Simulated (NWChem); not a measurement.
# SiH2F2 (SMILES F[SiH2]F) at PBE0/aug-cc-pVDZ

Aim: the vertical electron affinity of SiH2F2 at PBE0/aug-cc-pVDZ, from 2 runs. 

Program for the calculation: NWChem 7.3.0.

3 further runs of the same task are left out: 3 set aside as unsound or not needed.

### Step 1. The system as given

SiH2F2: 5 atoms, total charge 0, spin state singlet. As SMILES, `F[SiH2]F`. The coordinates come from a PBE0-D4/def2-TZVP relaxation.

Bond lengths: F1–Si2 1.586 Å, Si2–F3 1.586 Å, Si2–H4 1.474 Å, Si2–H5 1.474 Å. Angles: F1–Si2–F3 108.0°, F1–Si2–H4 108.5°, F1–Si2–H5 108.5°, F3–Si2–H4 108.5°, F3–Si2–H5 108.5°, H4–Si2–H5 114.6°.

### Step 2. Energy and forces at PBE0/aug-cc-pVDZ

run.nw reads:

```
start run
memory 2200 mb

geometry units angstrom noautosym nocenter noautoz
   F       -1.079010       0.538200       0.980720
   Si      -0.005220      -0.000540      -0.054090
   F        1.247630      -0.520590       0.766910
   H       -0.590470      -1.138740      -0.786300
   H        0.427070       1.121680      -0.907250
end

basis spherical bse
   * library aug-cc-pVDZ
end

dft
   xc pbe0
   mult 1
   grid fine
   convergence energy 1e-08
   maxiter 100
   mulliken
end

task dft gradient
```

On the command line:

```console
$ nwchem run.nw > run.out
```

Output:

```text
[...]
          Wavefunction type:  closed shell.
          No. of atoms     :     5
          No. of electrons :    34
[...]
          Charge           :     0
          Spin multiplicity:     1
[...]
          AO basis - number of functions:    91
[...]
              XC Information
              --------------
                         PBE0 Method XC Functional
                     Hartree-Fock (Exact) Exchange  0.250
          PerdewBurkeErnzerhof Exchange Functional  0.750
            Perdew 1991 LDA Correlation Functional  1.000 local
           PerdewBurkeErnz. Correlation Functional  1.000 non-local
[...]
 d= 0,ls=0.0,diis     1   -490.1212841166 -6.09D+02  1.45D-02  6.83D-01     2.2
[...]
 d= 0,ls=0.0,diis     7   -490.1943143673 -7.38D-09  4.98D-07  1.08D-09    11.4
         Total DFT energy =     -490.194314367314
      One electron energy =     -917.088018389499
           Coulomb energy =      350.514469076557
    Exchange-Corr. energy =      -42.362704348596
 Nuclear repulsion energy =      118.741939294224
[...]
      Total Density - Mulliken Population Analysis
     ---------------------------------------------
    Atom       Charge   Shell Charges
 -----------   ------   -------------------------------------------------------
    1 F    9     9.60   2.01  0.88  1.04  0.14  3.34  2.05  0.13  0.00  0.02
    2 Si  14    13.15   2.00  2.04  0.72  0.23  0.01  6.01  1.21  0.50  0.01  0.40  0.03
    3 F    9     9.60   2.01  0.88  1.04  0.14  3.34  2.05  0.13  0.00  0.02
    4 H    1     0.83   0.74  0.07 -0.01  0.01  0.02
    5 H    1     0.83   0.74  0.07 -0.01  0.01  0.02
[...]
  wavefunction    = closed shell
                         DFT ENERGY GRADIENTS
    atom               coordinates                        gradient
                 x          y          z           x          y          z
   1 F      -2.039033   1.017051   1.853292    0.021641  -0.010909  -0.021820
   2 Si     -0.009864  -0.001020  -0.102215    0.003397   0.000359   0.035253
   3 F       2.357679  -0.983772   1.449250   -0.025429   0.010511  -0.017490
   4 H      -1.115827  -2.151907  -1.485892    0.001789   0.003559   0.001839
   5 H       0.807045   2.119668  -1.714454   -0.001398  -0.003520   0.002218
[...]
```

Wall time 19 s (1 thread of Intel Xeon 6975P-C (Granite Rapids), shared host); peak memory 0.12 GiB.

### Step 3. The doublet anion: the energy at UPBE0/aug-cc-pVDZ

m1.nw reads:

```
start m1
memory stack 880 mb heap 220 mb global 1100 mb
charge -1
geometry units angstrom noautosym nocenter noautoz
  F     -1.079010     0.538200     0.980720
  Si    -0.005220    -0.000540    -0.054090
  F      1.247630    -0.520590     0.766910
  H     -0.590470    -1.138740    -0.786300
  H      0.427070     1.121680    -0.907250
end
basis spherical bse
  * library aug-cc-pVDZ
end
dft
  xc pbe0
  mult 2
  grid fine
  convergence energy 1e-08
  maxiter 100
  mulliken
  print medium
end
task dft energy
```

On the command line:

```console
$ nwchem m1.nw > m1.out
```

Output:

```text
[...]
          Wavefunction type:  spin polarized.
          No. of atoms     :     5
          No. of electrons :    35
[...]
          Charge           :    -1
          Spin multiplicity:     2
[...]
          AO basis - number of functions:    91
[...]
              XC Information
              --------------
                         PBE0 Method XC Functional
                     Hartree-Fock (Exact) Exchange  0.250
          PerdewBurkeErnzerhof Exchange Functional  0.750
            Perdew 1991 LDA Correlation Functional  1.000 local
           PerdewBurkeErnz. Correlation Functional  1.000 non-local
[...]
 d= 0,ls=0.0,diis     1   -490.0110033356 -6.09D+02  7.52D-01  3.00D-01     2.6
[...]
 d= 0,ls=0.5,diis    39   -490.1618254124 -9.67D-09  3.27D-06  6.47D-09    77.6
[...]
         Total DFT energy =     -490.161825418696
      One electron energy =     -922.459999305995
           Coulomb energy =      356.022596415575
    Exchange-Corr. energy =      -42.466361822499
 Nuclear repulsion energy =      118.741939294224
[...]
      Total Density - Mulliken Population Analysis
     ---------------------------------------------
    Atom       Charge   Shell Charges
 -----------   ------   -------------------------------------------------------
    1 F    9     9.61   2.01  0.88  1.04  0.20  3.34  2.05  0.08  0.00  0.01
    2 Si  14    14.19   2.00  2.04  0.71  0.28  0.03  6.01  1.23  0.34  1.06  0.41  0.08
    3 F    9     9.61   2.01  0.88  1.04  0.20  3.34  2.05  0.08  0.00  0.01
    4 H    1     0.79   0.73  0.02 -0.01  0.01  0.04
    5 H    1     0.79   0.73  0.02 -0.01  0.01  0.04
[...]
      <S2> =      0.7503 (Exact =     0.7500)
[...]
```

Run time: 80 s. Hardware: 1 thread of Intel Xeon 6975P-C (Granite Rapids), shared host; peak memory 0.12 GiB.

### Step 4. Outcome

At PBE0/aug-cc-pVDZ:

| quantity | value |
| --- | --- |
| singlet SiH2F2: total energy | -490.19431 Eh |
| singlet SiH2F2: dipole moment | 1.58 D |
| singlet SiH2F2: HOMO energy | -9.90 eV |
| singlet SiH2F2: LUMO energy | -0.12 eV |
| singlet SiH2F2: HOMO–LUMO gap | 9.78 eV |
| singlet SiH2F2: largest force on an atom | 1.821 eV/Å |
| doublet anion: total energy | -490.16183 Eh |
| doublet anion: HOMO energy (highest over α and β) | 1.94 eV |
| doublet anion: LUMO energy (lowest over α and β) | 2.83 eV |
| doublet anion: ⟨S²⟩ | 0.750 |
| vertical electron affinity (to the doublet anion) | -0.884 eV |

In words: The anion lies 0.88 eV (85.3 kJ/mol) above the neutral: the electron isn't bound at this level, and such a value depends on the basis. The largest force (singlet SiH2F2) is 1.82 eV/Å: the shape isn't a stationary point for this species at this level. Mulliken charges (singlet SiH2F2) run from -0.60 on F1 to +0.85 on Si2; in a basis this large or diffuse they mean little. The HOMO (doublet anion) lies at positive energy, 1.94 eV; only total energies tell whether the electron is bound.
